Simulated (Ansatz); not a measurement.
**C2H4N2S: up Jacob's ladder to CCSD(T)**

An exercise on one series of results from a longer session: the logs are not shown, and one member is left open.

Program: Ansatz 0.2.0, Gaussian basis. Level of theory: functionals in def2-TZVPP, the program's frozen cores in correlated methods. These are calculated values, not measurements.

Levels to be run: LDA (SPW92), PBE-D4, revPBE-D4, BLYP-D4, r2SCAN-D4, B97M-V, PBE0-D4, B3LYP-D4, r2SCANh-D4, r2SCAN0-D4, HSE06-D4, BHLYP-D4, CAM-B3LYP-D4, LC-ωPBE, ωB97X-V, ωB97M-V, B2PLYP, PBE-QIDH; CCSD(T)/def2-SVP; CCSD(T)/def2-TZVPP; MP2/def2-QZVPP; extrapolation to the limit; RPA on PBE.

## Structure used throughout

The geometry comes from an earlier relaxation with PBE0-D4 in a triple-zeta def2 set; it is a stationary point, not always the lowest conformer.

SMILES `C=NC(=N)S`, 9 atoms, charge 0, spin multiplicity 1.

Atoms are counted from 1 here; the program's logs count them from 0.

Bond lengths: C1–N2 1.262 Å, C1–H6 1.095 Å, C1–H7 1.089 Å, N2–C3 1.404 Å, C3–N4 1.261 Å, C3–S5 1.768 Å, N4–H8 1.020 Å, S5–H9 1.342 Å. Angles: N2–C1–H6 123.5°, N2–C1–H7 118.6°, H6–C1–H7 117.9°, C1–N2–C3 119.7°, N2–C3–N4 124.3°, N2–C3–S5 113.7°, N4–C3–S5 121.9°, C3–N4–H8 109.8°, C3–S5–H9 93.9°.

As a file:

```xyz
9
charge 0, multiplicity 1
C     0.72175    0.90088   -1.18514
N     0.89911   -0.11163   -0.45318
C    -0.09310   -0.48717    0.46679
N    -0.60601   -1.63788    0.52857
S    -0.53039    0.79425    1.60423
H    -0.17280    1.53098   -1.13964
H     1.49372    1.16433   -1.90619
H    -0.19488   -2.23758   -0.18616
H    -1.42891    0.03752    2.25354
```

The first run:

in.yaml reads:

```yaml
crystal:
  periodic: [false, false, false]
  atoms:
    - {symbol: C, position_ang: [0.721753, 0.900883, -1.185144]}
    - {symbol: N, position_ang: [0.899109, -0.111630, -0.453182]}
    - {symbol: C, position_ang: [-0.093102, -0.487173, 0.466789]}
    - {symbol: N, position_ang: [-0.606013, -1.637876, 0.528567]}
    - {symbol: S, position_ang: [-0.530389, 0.794252, 1.604225]}
    - {symbol: H, position_ang: [-0.172795, 1.530976, -1.139641]}
    - {symbol: H, position_ang: [1.493724, 1.164329, -1.906186]}
    - {symbol: H, position_ang: [-0.194880, -2.237578, -0.186165]}
    - {symbol: H, position_ang: [-1.428906, 0.037516, 2.253537]}
basis:
  gaussian: {orbitals: def2-TZVPP}
hamiltonian: {xc: lda}
output: {orbitals: {seedname: orbitals}}
```

On the command line:

```bash
> ansatz run in.yaml --threads 2 --pin off --events-out ev --progress --plain --max-ram 4352MiB
```

Among the steps run: LDA; PBE-D4 (GGA); revPBE-D4 (GGA); BLYP-D4 (GGA); r2SCAN-D4 (meta-GGA); B97M-V (meta-GGA); B3LYP-D4 (hybrid); r2SCANh-D4 (hybrid); r2SCAN0-D4 (hybrid); HSE06-D4 (hybrid); BHLYP-D4 (hybrid); CAM-B3LYP-D4 (range-separated); LC-ωPBE (range-separated); ωB97X-V (range-separated); ωB97M-V (range-separated); B2PLYP (double hybrid); PBE-QIDH (double hybrid).

One table of the session follows, with a row left open; its other results are not shown here.

It belongs to the step «Frontier levels by functional». 

| functional | HOMO (eV) | LUMO (eV) | gap (eV) |
| --- | --- | --- | --- |
| LDA (SPW92) | -6.27 | -2.96 | 3.30 |
| PBE-D4 | -6.11 | -2.70 | 3.41 |
| revPBE-D4 | -6.04 | -2.60 | 3.44 |
| BLYP-D4 | -5.95 | -2.56 | 3.39 |
| r2SCAN-D4 | -6.34 | -2.53 | 3.81 |
| B97M-V | -6.38 | -2.41 | 3.97 |
| PBE0-D4 | -7.29 | -1.65 | 5.63 |
| B3LYP-D4 | -7.06 | -1.89 | 5.17 |
| r2SCANh-D4 | -6.78 | -2.14 | 4.64 |
| r2SCAN0-D4 | ? | ? | ? |
| HSE06-D4 | -6.89 | -2.04 | 4.85 |
| BHLYP-D4 | -8.33 | -0.49 | 7.84 |
| CAM-B3LYP-D4 | -8.60 | -0.48 | 8.12 |
| LC-ωPBE | -9.96 | 0.72 | 10.68 |
| ωB97X-V | -9.59 | 0.65 | 10.24 |
| ωB97M-V | -9.45 | 0.57 | 10.02 |

Estimate the missing values for r2SCAN0-D4.

Worked estimate for «HOMO (eV)». Against the share of exact exchange, r2SCAN-D4 (0, -6.34), r2SCANh-D4 (0.1, -6.78) give a slope of -4.40 per unit share; at 0.25 the line stands at -7.44.

**Answer.** HOMO (eV): -7.45; LUMO (eV): -1.56; gap (eV): 5.89. In «HOMO (eV)» the line misses by +0.01.
